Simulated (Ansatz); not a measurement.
## Ansatz (development build ahead of 0.2.0) run

```yaml
crystal:
  periodic: [false, false, false]
  atoms:
    - { symbol: Mg, position_ang: [0.0, 0.0, 0.0] }
    - { symbol: S, position_ang: [0.0, 0.0, 2.568] }
basis:
  gaussian: { orbitals: def2-SVP }
magnetization:
  spin_polarized: true
hamiltonian:
  xc: pbe0
output:
  forces: true
```

The input is written out in the form of the current development build from the run's settings.

The run gave:

```json
{
  "Converged": "yes",
  "Total energy": "-597.79109 hartree",
  "Spin squared of the determinant": "1.005",
  "Stability test": "minimum"
}
```

Forces (eV/Å):
```
atom     Fx     Fy      Fz
 Mg1  0.000  0.000   1.234
  S2  0.000  0.000  -1.234
```

Caution: the unrestricted determinant is a mixture of spin states.
